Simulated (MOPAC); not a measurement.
MOPAC input (PM6):

```
PM6 PRECISE GNORM=0.05 LET XYZ UHF MS=0.5 GEO-OK AUX(PRECISION=9) THREADS=1
C4H7

C     0.00514113 1   -0.00331061 1    1.49779011 1
C     0.00056548 1    0.02470296 1    0.18925168 1
H     0.01030878 1   -0.74888768 1    2.27760864 1
C    -0.00643171 1    1.31181270 1   -0.59526904 1
H    -0.00709440 1    2.18033142 1    0.06039938 1
H     0.87060517 1    1.36572641 1   -1.24685854 1
H    -0.88825279 1    1.35983653 1   -1.24083432 1
C     0.00198932 1   -1.24513478 1   -0.63655897 1
H     0.00711454 1   -2.13749620 1   -0.01263847 1
H    -0.88090288 1   -1.27691550 1   -1.28146295 1
H     0.88063626 1   -1.27101664 1   -1.28749636 1
```

From the last part of the output:

```
                                                       MOPAC v23.2.5 Linux

          FINAL HEAT OF FORMATION =         38.17739 KCAL/MOL =     159.73420 KJ/MOL

          COSMO AREA              =        108.86 SQUARE ANGSTROMS
          COSMO VOLUME            =         94.11 CUBIC ANGSTROMS

          GRADIENT NORM           =          0.03940          =       0.01188 PER ATOM
          IONIZATION POTENTIAL    =          9.207903 EV
          ALPHA SOMO LUMO (EV)    =         -9.208  1.538
          BETA  SOMO LUMO (EV)    =         -9.505  0.968
          NO. OF ALPHA ELECTRONS  =         12
          NO. OF BETA  ELECTRONS  =         11
          MOLECULAR WEIGHT        =         55.0993         POINT GROUP:  C2v

          MOLECULAR DIMENSIONS (Angstroms)

            Atom       Atom       Distance
            H     9    H     5     4.32542
            H     3    H     7     3.87543
            H    11    H    10     1.72578

          SCF CALCULATIONS        =         34

   ATOM   CHEMICAL          X               Y               Z
  NUMBER   SYMBOL      (ANGSTROMS)     (ANGSTROMS)     (ANGSTROMS)

     1       C          0.00538687  *  -0.09547740  *   1.48038625  *
     2       C          0.00066610  *  -0.02269035  *   0.16078650  *
     3       H          0.00909636  *  -0.15223944  *   2.49967063  *
     4       C         -0.00623861  *   1.29456227  *  -0.55304348  *
     5       H         -0.00670542  *   2.14427787  *   0.14277271  *
     6       H          0.87760882  *   1.39815108  *  -1.19637826  *
     7       H         -0.89514068  *   1.39221861  *  -1.19035146  *
     8       C          0.00180639  *  -1.25347571  *  -0.69357739  *
     9       H          0.00693839  *  -2.17455330  *  -0.09542970  *
    10       H         -0.88668782  *  -1.28604641  *  -1.33805882  *
    11       H          0.88607428  *  -1.28011402  *  -1.34409795  *

                             CARTESIAN COORDINATES

   1    C        0.005386871    -0.095477399     1.480386252
   2    C        0.000666096    -0.022690351     0.160786496
   3    H        0.009096363    -0.152239436     2.499670628
   4    C       -0.006238610     1.294562274    -0.553043484
   5    H       -0.006705418     2.144277872     0.142772715
   6    H        0.877608819     1.398151082    -1.196378261
   7    H       -0.895140684     1.392218607    -1.190351461
   8    C        0.001806385    -1.253475711    -0.693577395
   9    H        0.006938388    -2.174553299    -0.095429698
  10    H       -0.886687816    -1.286046410    -1.338058819
  11    H        0.886074283    -1.280114021    -1.344097951

           Empirical Formula: C4 H7  =    11 atoms

      MOLECULAR POINT GROUP   :   C2v

          ALPHA EIGENVALUES
 -28.19081 -24.61436 -23.21853 -18.47775 -15.43609 -14.92229 -14.60254 -13.42492
 -12.83910 -12.63167 -10.02015  -9.20790   1.53758   4.37284   4.53431   5.38170
   5.67710   5.73892   5.77338   6.03654   6.60723   6.77308   6.95235

           BETA EIGENVALUES
 -28.14503 -24.58608 -22.92809 -18.23058 -15.34900 -15.00802 -14.36109 -13.44949
 -12.68024 -12.54456  -9.50510   0.96770   1.81555   4.34694   4.67538   5.52088
   5.67830   5.71181   5.77445   6.18760   6.62962   6.79183   7.25622

              NET ATOMIC CHARGES AND DIPOLE CONTRIBUTIONS

  ATOM NO.   TYPE          CHARGE      No. of ELECS.   s-Pop       p-Pop
    1          C          -0.330585        4.3306     1.19140     3.13918
    2          C           0.142425        3.8576     1.07283     2.78474
    3          H           0.184669        0.8153     0.81533
    4          C          -0.488247        4.4882     1.08260     3.40564
    5          H           0.164071        0.8359     0.83593
    6          H           0.162960        0.8370     0.83704
    7          H           0.162965        0.8370     0.83703
    8          C          -0.488258        4.4883     1.08261     3.40565
    9          H           0.164066        0.8359     0.83593
   10          H           0.162968        0.8370     0.83703
   11          H           0.162964        0.8370     0.83704
 DIPOLE           X         Y         Z       TOTAL
 POINT-CHG.    -0.004     0.056    -1.030     1.032
 HYBRID        -0.000     0.002    -0.034     0.034
 SUM           -0.004     0.058    -1.064     1.066

          ATOMIC ORBITAL ELECTRON POPULATIONS

     Atom    s        px        py        pz
    1  C   1.19140   1.08331   1.01760   1.03827
    2  C   1.07283   0.95108   0.91002   0.92364
    3  H   0.81533
    4  C   1.08260   1.17581   1.07890   1.15093
    5  H   0.83593
    6  H   0.83704
    7  H   0.83703
    8  C   1.08261   1.17581   1.09302   1.13681
    9  H   0.83593
   10  H   0.83703
   11  H   0.83704

                    (SZ)    =    0.500000
                    (S**2)  =    0.847251

          ATOMIC ORBITAL SPIN POPULATIONS

    Atom   Total    s     px     py     pz
         Atomic
    1  C  1.3123  0.034  0.302  0.934  0.043
    2  C -0.3774 -0.019 -0.282 -0.037 -0.040
    3  H -0.0346 -0.035
    4  C  0.0698  0.012  0.004  0.032  0.021
    5  H -0.0032 -0.003
    6  H -0.0084 -0.008
    7  H -0.0084 -0.008
    8  C  0.0699  0.012  0.004  0.027  0.026
    9  H -0.0032 -0.003
   10  H -0.0084 -0.008
   11  H -0.0084 -0.008

 **********************
 *                    *
 * JOB ENDED NORMALLY *
 *                    *
 **********************

 == MOPAC DONE ==
```
